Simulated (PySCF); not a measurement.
**CISD/STO-3G run of S2F2 (Thio-thionyl fluoride)**

Aim: the vertical ionisation energy of S2F2 (Thio-thionyl fluoride) at CISD/STO-3G, from 2 runs. Input form: a Python script.

The results are computed with PySCF 2.14.0.

8 further runs of the same task are left out: 8 set aside as unsound or not needed.

### Step 1. The molecule

The species is S2F2 (4 atoms), meant as a singlet with charge 0. As SMILES, `FS(F)=S`. The shape is that of a GFN2-xTB optimisation.

Bond lengths: F1–S2 1.681 Å, S2–F3 1.682 Å, S2–S4 1.873 Å. Angles: F1–S2–F3 90.0°, F1–S2–S4 108.4°, F3–S2–S4 108.4°.

### Step 2. A single-point energy at CISD/STO-3G

job.py

```python
from pyscf import gto, ci

molecule = gto.M(
    atom='''
F      1.448683     0.645606     2.337761
S     -0.972661    -0.138366     0.436583
F      0.629335    -2.699512    -0.550987
S     -1.105376     2.192252    -2.223357
''',
    basis='sto-3g',
    verbose=4,
    max_memory=1860,
    charge=0,
    unit='bohr',
)

hf = molecule.RHF()
hf.conv_tol = 1e-10
hf.kernel()
if not hf.converged:
    hf = hf.newton().run(hf.mo_coeff, hf.mo_occ)

cisd = ci.CISD(hf, frozen=12)
cisd.kernel()
e_final = cisd.e_tot
print(f'total energy: {e_final:.8f} hartree')
```

Launch:

```console
$ OMP_NUM_THREADS=1 python job.py
```

The program printed:

```text
PySCF version 2.14.0

[INPUT] num. atoms = 4
[INPUT] num. electrons = 50
[INPUT] charge = 0
[INPUT] spin (= nelec alpha-beta = 2S) = 0
[INPUT] symmetry False subgroup None
[INPUT] Mole.unit = bohr
[INPUT] Symbol           X                Y                Z      unit          X                Y                Z       unit  Magmom
[INPUT]  1 F      0.766610029447   0.341639982433   1.237089845778 AA    1.448683000000   0.645606000000   2.337761000000 Bohr   0.0
[INPUT]  2 S     -0.514710035151  -0.073220133966   0.231029774275 AA   -0.972661000000  -0.138366000000   0.436583000000 Bohr   0.0
[INPUT]  3 F      0.333029740034  -1.428520231005  -0.291569763913 AA    0.629335000000  -2.699512000000  -0.550987000000 Bohr   0.0
[INPUT]  4 S     -0.584939788698   1.160089798994  -1.176549856139 AA   -1.105376000000   2.192252000000  -2.223357000000 Bohr   0.0

nuclear repulsion = 233.814970801393
number of shells = 16
number of NR pGTOs = 84
number of NR cGTOs = 28
basis = sto-3g
ecp = {}

******** <class 'pyscf.scf.hf.RHF'> ********
method = RHF
initial guess = minao
damping factor = 0
level_shift factor = 0
DIIS = <class 'pyscf.scf.diis.CDIIS'>
diis_start_cycle = 1
diis_space = 8
diis_damp = 0
SCF conv_tol = 1e-10
SCF conv_tol_grad = None
SCF max_cycles = 50
direct_scf = True
direct_scf_tol = 1e-13
Set gradient conv threshold to 1e-05
Initial guess from minao.
init E= -982.194317626332
  HOMO = -0.297639924903177  LUMO = -0.00203490034243756  gap/eV = 8.04382
cycle= 1 E= -982.031574203889  delta_E= 0.163  |g|= 0.628  |ddm|= 3.07
  HOMO = -0.212106875384992  LUMO = 0.162720729696651  gap/eV = 10.19958
cycle= 2 E= -982.220296460212  delta_E= -0.189  |g|= 0.201  |ddm|= 1.51
  HOMO = -0.226807938426486  LUMO = 0.237277975801195  gap/eV = 12.62842
cycle= 3 E= -982.240300667868  delta_E= -0.02  |g|= 0.0546  |ddm|= 0.41
  HOMO = -0.207397184304141  LUMO = 0.239123591624552  gap/eV = 12.15045
cycle= 4 E= -982.242877157429  delta_E= -0.00258  |g|= 0.0178  |ddm|= 0.174
  HOMO = -0.213516331963881  LUMO = 0.244346628904972  gap/eV = 12.45909
cycle= 5 E= -982.243325077238  delta_E= -0.000448  |g|= 0.00427  |ddm|= 0.0965
  HOMO = -0.212401688224457  LUMO = 0.243391302146691  gap/eV = 12.40276
cycle= 6 E= -982.243346179374  delta_E= -2.11e-05  |g|= 0.00125  |ddm|= 0.0185
  HOMO = -0.212399981201456  LUMO = 0.243721374929807  gap/eV = 12.41169
cycle= 7 E= -982.243348397062  delta_E= -2.22e-06  |g|= 0.000259  |ddm|= 0.00707
  HOMO = -0.212324942571562  LUMO = 0.243670219907039  gap/eV = 12.40826
cycle= 8 E= -982.243348495443  delta_E= -9.84e-08  |g|= 6.16e-05  |ddm|= 0.00142
  HOMO = -0.212319664527317  LUMO = 0.243687987248637  gap/eV = 12.40860
cycle= 9 E= -982.243348500555  delta_E= -5.11e-09  |g|= 1.59e-05  |ddm|= 0.000291
  HOMO = -0.212319249851998  LUMO = 0.243685060404115  gap/eV = 12.40851
cycle= 10 E= -982.243348500904  delta_E= -3.49e-10  |g|= 5.21e-06  |ddm|= 6.95e-05
  HOMO = -0.212319723629258  LUMO = 0.243685062723063  gap/eV = 12.40852
cycle= 11 E= -982.243348500948  delta_E= -4.41e-11  |g|= 9.05e-07  |ddm|= 3.07e-05
  HOMO = -0.212319790738866  LUMO = 0.243685083429512  gap/eV = 12.40852
Extra cycle  E= -982.243348500947  delta_E= 4.55e-13  |g|= 4.62e-07  |ddm|= 2.79e-06
converged SCF energy = -982.243348500947

******** <class 'pyscf.ci.cisd.RCISD'> ********
CISD nocc = 13, nmo = 16
frozen orbitals 12
max_cycle = 50
direct = 0
conv_tol = 1e-09
max_cycle = 50
max_space = 12
lindep = 0
nroots = 1
Init t2, MP2 energy = -0.099619356052388
RCISD converged
E(RCISD) = -982.3691606400241  E_corr = -0.1258121390768399
total energy: -982.36916064 hartree
```

Wall time 0.78 s (1 thread of Arm Neoverse V1, shared host); peak memory 0.12 GiB.

### Step 3. The doublet cation

input.py

```python
from pyscf import gto, scf, ci

mol = gto.Mole()
mol.atom = 'F 0.766610 0.341640 1.237090; S -0.514710 -0.073220 0.231030; F 0.333030 -1.428520 -0.291570; S -0.584940 1.160090 -1.176550'
mol.charge = 1
mol.verbose = 3
mol.spin = 1
mol.basis = 'sto-3g'
mol.max_memory = 1860
mol.build()

mf = scf.UHF(mol)
mf.conv_tol = 1e-10
mf.kernel()
if not mf.converged:
    mf = mf.newton().run(mf.mo_coeff, mf.mo_occ)

cisd = ci.CISD(mf, frozen=12)
cisd.kernel()
energy = cisd.e_tot
print(f'total energy: {energy:.8f} hartree')
```

Launch:

```console
$ OMP_NUM_THREADS=1 python input.py
```

The program printed:

```text
converged SCF energy = -982.070297330466  <S^2> = 0.8177098  2S+1 = 2.0666009
E(UCISD) = -982.1939617578366  E_corr = -0.1236644273708084
total energy: -982.19396176 hartree
```

It took 0.84 s on 1 thread of Arm Neoverse V1, shared host; peak memory 0.1 GiB.

### Step 4. Results

Level: CISD/STO-3G, 12 core orbitals frozen.

| quantity | value |
| --- | --- |
| singlet S2F2: total energy | -982.36916 Eh |
| singlet S2F2: dipole moment (Hartree–Fock density) | 2.22 D |
| singlet S2F2: HOMO energy (Hartree–Fock orbitals) | -5.78 eV |
| singlet S2F2: LUMO energy (Hartree–Fock orbitals) | 6.63 eV |
| singlet S2F2: HOMO–LUMO gap (Hartree–Fock orbitals) | 12.41 eV |
| singlet S2F2: correlation energy (12 core orbitals frozen) | -125.8 mEh |
| doublet cation: total energy | -982.19396 Eh |
| doublet cation: HOMO energy (Hartree–Fock orbitals) (highest over α and β) | -15.64 eV |
| doublet cation: LUMO energy (Hartree–Fock orbitals) (lowest over α and β) | -3.71 eV |
| doublet cation: correlation energy (12 core orbitals frozen) | -123.7 mEh |
| doublet cation: ⟨S²⟩ of the reference determinant | 0.818 |
| vertical ionisation energy (to the doublet cation) | 4.767 eV |

Removing an electron at fixed nuclei costs 4.77 eV (110 kcal/mol). In a minimal basis such a difference can be off by several eV, whatever the method.
